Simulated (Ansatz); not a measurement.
What does this script print? It uses Ansatz 0.2.0 through its Python package.

`c3h6clf_methods.py`:
```python
from pathlib import Path
import warnings

import ansatz
import numpy as np
from rdkit import Chem
from rdkit.Chem import AllChem

warnings.simplefilter("ignore", ansatz.DeckWarning)

rd = Chem.AddHs(Chem.MolFromSmiles("CCC(F)Cl"))
AllChem.EmbedMolecule(rd, randomSeed=665)
AllChem.UFFOptimizeMolecule(rd)
molecule = ansatz.Crystal.molecule()
for atom, xyz in zip(rd.GetAtoms(), rd.GetConformer().GetPositions()):
    molecule = molecule.atom(atom.GetSymbol(), xyz.round(5).tolist())

job = molecule.calculation().basis(gaussian="def2-SVP")

print("functional    E (Ha)        dipole (D)   HOMO (eV)  LUMO (eV)")
for name in ["pbe", "lc_wpbe", "r2scan", "hf"]:
    rep = job.functional(name).forces().orbitals().run(threads=1, backend="cpu", runs_dir="runs").report
    lines = Path(rep["orbitals_path"]).read_text().splitlines()
    field_of = lambda key: [line.split("=")[1].strip() for line in lines if line.startswith(key)]
    orbitals = [(27.211386 * float(e), s, float(n)) for e, s, n in zip(field_of("Ene="), field_of("Spin="), field_of("Occup="))]
    homo = max(e for e, _, n in orbitals if n > 0.5)
    lumo = min(e for e, _, n in orbitals if n < 0.5)
    dipole = 4.803205 * np.linalg.norm(rep["charge_distribution"]["dipole_moment_e_ang"])
    print(f"{name:10s} {rep['free_energy_ev'] / 27.211386246:14.6f} {dipole:9.3f} {homo:11.3f} {lumo:10.3f}")
```

```console
$ python c3h6clf_methods.py
functional    E (Ha)        dipole (D)   HOMO (eV)  LUMO (eV)
pbe           -677.216906     1.993      -6.930      0.113
lc_wpbe       -677.418430     2.226     -11.336      3.545
r2scan        -677.518481     2.197      -7.359      0.373
hf            -675.720293     2.477     -11.995      4.444
```

Notes:
- Total energies depend on the basis set; only differences at equal settings carry meaning.
- The geometry is a force-field or estimated start, not a minimum of this method, and the basis set is short of its limit. A lower total doesn't mark the better method: functionals have no common bound, and MP2 and coupled cluster aren't variational.
- Levels such as HOMO and LUMO are orbital energies: with these approximate functionals they aren't the ionisation energy and electron affinity, and their gap isn't the fundamental gap.
- It ran for 10 s on 1 thread of AMD EPYC 9R14 (Zen 4), on a shared host, peak memory 0.32 GiB.

(Lines on the test bed's own set-up are left out of the output.)
